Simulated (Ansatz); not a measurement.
**hcp Mg**

Level of theory: LDA (Ansatz, a program for electronic structure, PAW).

Settings: plane-wave cutoff 500 eV, 18×12×1 k mesh (along the axes of the cell as run), Fermi–Dirac smearing 0.1 eV, scalar-relativistic PAW data made under PBE.

Cell: relaxed at this level.

* **surface energy of the (10-10) face**: 0.72 J/m²
* **work function of the (10-10) face**: 3.71 eV

The slab of 10 atoms is relaxed and unreconstructed.

It cost very roughly 11 core-minutes of CPU time.
